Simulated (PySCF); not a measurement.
# SF: frontier orbitals

BP86 at R = 1.620 Å; basis S def2-SVP, F def2-SVP; no relativity; PySCF 2.14. State: ²Π (doublet), unpaired electrons π ↑. Only the outer orbitals are listed, counted within each symmetry.

```json
{"spin": "α", "orbital": "5σ", "occ.": "1", "ε (eV)": "-30.40", "on S (%)": "10", "main shells (%)": "87 F s"}
{"spin": "α", "orbital": "6σ", "occ.": "1", "ε (eV)": "-17.78", "on S (%)": "74", "main shells (%)": "74 S s, 17 F p, 9 F s"}
{"spin": "α", "orbital": "7σ", "occ.": "1", "ε (eV)": "-12.24", "on S (%)": "43", "main shells (%)": "55 F p, 24 S p, 18 S s"}
{"spin": "α", "orbital": "2π", "occ.": "1", "ε (eV)": "-11.64", "on S (%)": "21", "main shells (%)": "79 F p, 20 S p"}
{"spin": "α", "orbital": "2π", "occ.": "1", "ε (eV)": "-11.09", "on S (%)": "16", "main shells (%)": "84 F p, 15 S p"}
{"spin": "α", "orbital": "3π", "occ.": "1", "ε (eV)": "-7.08", "on S (%)": "81", "main shells (%)": "81 S p, 19 F p"}
{"spin": "α", "orbital": "3π", "occ.": "1", "ε (eV)": "-5.97", "on S (%)": "85", "main shells (%)": "85 S p, 15 F p"}
{"spin": "α", "orbital": "8σ", "occ.": "0", "ε (eV)": "-2.47", "on S (%)": "84", "main shells (%)": "76 S p, 18 F p"}
{"spin": "α", "orbital": "9σ", "occ.": "0", "ε (eV)": "7.34", "on S (%)": "102", "main shells (%)": "100 S s"}
{"spin": "α", "orbital": "4π", "occ.": "0", "ε (eV)": "14.23", "on S (%)": "94", "main shells (%)": "84 S d, 11 S p"}
{"spin": "β", "orbital": "5σ", "occ.": "1", "ε (eV)": "-30.18", "on S (%)": "10", "main shells (%)": "87 F s"}
{"spin": "β", "orbital": "6σ", "occ.": "1", "ε (eV)": "-17.10", "on S (%)": "70", "main shells (%)": "69 S s, 21 F p, 9 F s"}
{"spin": "β", "orbital": "7σ", "occ.": "1", "ε (eV)": "-11.89", "on S (%)": "47", "main shells (%)": "51 F p, 24 S p, 23 S s"}
{"spin": "β", "orbital": "2π", "occ.": "1", "ε (eV)": "-11.00", "on S (%)": "15", "main shells (%)": "85 F p, 14 S p"}
{"spin": "β", "orbital": "2π", "occ.": "1", "ε (eV)": "-10.97", "on S (%)": "15", "main shells (%)": "85 F p, 14 S p"}
{"spin": "β", "orbital": "3π", "occ.": "1", "ε (eV)": "-5.67", "on S (%)": "86", "main shells (%)": "86 S p, 14 F p"}
{"spin": "β", "orbital": "3π", "occ.": "0", "ε (eV)": "-5.49", "on S (%)": "87", "main shells (%)": "87 S p, 13 F p"}
{"spin": "β", "orbital": "8σ", "occ.": "0", "ε (eV)": "-2.06", "on S (%)": "85", "main shells (%)": "76 S p, 17 F p"}
{"spin": "β", "orbital": "9σ", "occ.": "0", "ε (eV)": "7.83", "on S (%)": "102", "main shells (%)": "100 S s"}
```

Q: Which are the highest filled and the lowest empty level, where do they sit, and how wide is the gap?

A: Highest filled β 3π at -5.67 eV (in %: 86 S p, 14 F p); lowest empty β 3π at -5.49 eV (in %: 87 S p, 13 F p); the gap at BP86 is 0.18 eV. Both belong to one degenerate shell, split only by its one-sided filling, so this is no excitation gap.

The bond order (Mayer) is 1.07. The ⟨S²⟩ is 0.752 and the charge on S (Mulliken, basis-dependent) is 0.26. The charge on S (Löwdin, basis-dependent) is 0.21. The dipole moment (positive dipole means S(−)F(+)) is -0.86 D.

Shares are Mulliken populations and can fall outside 0 to 100 %.

The state was picked by a PBE0 search and need not be the measured ground state.
